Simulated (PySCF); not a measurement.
Relaxation of doublet Na₃

Method: PySCF, UPBE0, basis Na def2-TZVP (no relativity, density fitting). A (50,194) grid was used.

A hand-made linear chain start, of D∞h symmetry, held to at least that symmetry:

```xyz
3
charge 0 multiplicity 2, angstrom
Na    0.0000    0.0000    0.0000
Na    0.0000    0.0000    3.1806
Na    0.0000    0.0000   -3.1806
```

At each step, columns x, y, z (Å) and Fx, Fy, Fz (eV/Å):

```
step 0  E − E(last) = 1.16 kJ/mol
Na   0.000   0.000   0.000   0.000   0.000   0.000
Na   0.000   0.000   3.181   0.000   0.000   0.100
Na   0.000   0.000  -3.181   0.000   0.000  -0.100
step 1  E − E(last) = 1.02 kJ/mol
Na   0.000   0.000   0.000   0.000   0.000   0.000
Na   0.000   0.000   3.189   0.000   0.000   0.093
Na   0.000   0.000  -3.189   0.000   0.000  -0.093
step 2  E − E(last) = 0.03 kJ/mol
Na   0.000   0.000   0.000   0.000   0.000   0.000
Na   0.000   0.000   3.286   0.000   0.000   0.015
Na   0.000   0.000  -3.286   0.000   0.000  -0.015
step 3  E − E(last) = 0.00 kJ/mol
Na   0.000   0.000   0.000   0.000   0.000   0.000
Na   0.000   0.000   3.305   0.000   0.000   0.002
Na   0.000   0.000  -3.305   0.000   0.000  -0.002
```

It ends at D∞h with Na–Na 3.305 Å (×2); Na–Na–Na 180.0°. A frequency run shows a minimum. Other isomers or separated fragments may lie lower.

The relaxation took about 9 core-seconds on a shared host.
